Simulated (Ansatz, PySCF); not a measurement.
System: C2H7S, net charge 1, singlet state. It need not be the lowest isomer of its formula. 
Structure (B3LYP-D3(BJ)/def2-TZVP (Ansatz, a program for electronic structure) minimum search):
```xyz
10

C     -0.0842     1.4274    -0.5119
S      0.1772    -0.0007     0.5718
C     -0.0997    -1.4270    -0.5104
H     -0.0902     2.3104     0.1250
H      0.7717     1.4645    -1.1836
H     -1.0160     1.3249    -1.0616
H     -0.1153    -2.3091     0.1275
H     -1.0303    -1.3149    -1.0601
H      0.7557    -1.4741    -1.1820
H     -1.0072     0.0061     1.2198
```
Charge +1, spin multiplicity 1.

Total electronic energies in hartree. Correlated levels leave the core frozen unless marked. No spin-orbit coupling. Non-relativistic. Basis-set limits of correlation are two-point, X^-3; Hartree-Fock from the larger set. The bracket is a focal-point correction in the basis named.

| level | program | energy (Eh) |
|---|---|---|
| PBE-D4/def2-TZVPD | Ansatz + dftd4 | -478.09608 |
| revPBE/def2-TZVPD | Ansatz | ? |
| PBE0-D4/def2-TZVPD | Ansatz + dftd4 | -478.14590 |
| PBE0/def2-QZVPP | Ansatz | ? |
| TPSSh-D3(BJ)/def2-TZVPD | PySCF + dftd3 | -478.42137 |
| TPSSh/def2-TZVPD | PySCF | -478.41381 |
| r2SCANh-D4/def2-TZVPD | Ansatz + dftd4 | -478.29807 |
| B2PLYP/def2-TZVPD | Ansatz | -478.16666 |
| RPA@PBE/cc-pV(T+d)Z | Ansatz | -478.03423 |
| MP2/6-31G | Ansatz | -477.20544 |
| SCS-MP2/STO-3G | Ansatz | -472.03337 |
| SCS-MP2/6-31G | Ansatz | -477.21448 |
| SCS-MP2/6-31G* | Ansatz | -477.44006 |
| CCSD/cc-pV(D+d)Z | Ansatz | -477.57137 |
| RI-MP2/CBS(cc-pV(T+d)Z,cc-pV(Q+d)Z)+[CCSD(T)-MP2]/cc-pV(T+d)Z | Ansatz | -477.8087 |

### Question
What belongs in the gaps?

### Answer

- revPBE/def2-TZVPD, energy (Eh): -478.28797
- PBE0/def2-QZVPP, energy (Eh): -478.16095
